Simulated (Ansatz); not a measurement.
**SiP₂H (quartet): wave-function methods side by side at a displaced geometry (v1), cc-pVDZ**

The task here is to estimate one member of a computed series from the others.

Computed with Ansatz 0.2.0, Gaussian basis. Level: cc-pVDZ, core rule «outside noble gas», up to 15 orbitals frozen.

To be run: UHF; CCSD(T) on ROHF; CCSD(T) on UHF; BCCD(T) on ROHF; CISD; CCSDT(Q) on ROHF; CCSDT(Q) on UHF.

25 further runs of the same task are left out: 11 that didn't finish, 14 set aside as unsound or not needed.

### The geometry

The geometry is a PBE0/def2-TZVP stationary point (not a proven minimum) with its atoms shifted at random (size 0.040 Å).

4 atoms, charge 0, spin multiplicity 4.

Atoms are counted from 1 here; the program's logs count them from 0.

Bond lengths: P1–Si2 2.115 Å, P1–H4 1.394 Å, Si2–P3 2.207 Å. Angles: Si2–P1–H4 97.1°, P1–Si2–P3 112.6°.

The first run:

File in.yaml:

```yaml
crystal:
  periodic: [false, false, false]
  atoms:
    - {symbol: P, position_ang: [-0.015162, -0.449124, 1.734069]}
    - {symbol: Si, position_ang: [-0.015995, 0.816234, 0.039822]}
    - {symbol: P, position_ang: [0.031969, -0.309071, -1.858032]}
    - {symbol: H, position_ang: [-0.070808, 0.555377, 2.699727]}
basis:
  gaussian: {orbitals: cc-pVDZ}
magnetization: {spin_polarized: true, initial_magnetization: 3}
hamiltonian: {xc: hf}
output: {orbitals: {seedname: orbitals}}
```

The run is started by

```bash
> ansatz run in.yaml --threads 1 --pin off --events-out ev --progress --plain --max-ram 2393MiB
```

Steps of the session up to this table: UHF; CCSD(T) on ROHF; CCSD(T) on UHF; BCCD(T) on ROHF; CISD; CCSDT(Q) on ROHF; CCSDT(Q) on UHF.

One table of the session follows, with a row left open; its other results are not shown here.

| method | from RCCSDT(Q) (kcal/mol) |
| --- | --- |
| ROHF | ? |
| UHF | +204.28 |
| RMP2 | +40.68 |
| UMP2 | +45.75 |
| CISD | +38.92 |
| RCCSD | +12.62 |
| UCCSD | +12.01 |
| RCCSD(T) | +2.49 |
| UCCSD(T) | +2.82 |
| BCCD(T) | +2.47 |
| RCCSDT | +0.97 |
| UCCSDT | +0.88 |
| RCCSDT(Q) | 0 |
| UCCSDT(Q) | -0.13 |

Q: Estimate the row for ROHF from the others.

The run gave: from RCCSDT(Q) (kcal/mol): +214.67. In the column «from RCCSDT(Q) (kcal/mol)» it is the highest.

Caveats from the session: Warnings: spin contamination; large T1 diagnostic. Restricted and unrestricted rows rest on different reference determinants; where their highest levels disagree by more than a few hundredths of an eV, they describe different states and don't form one ladder.
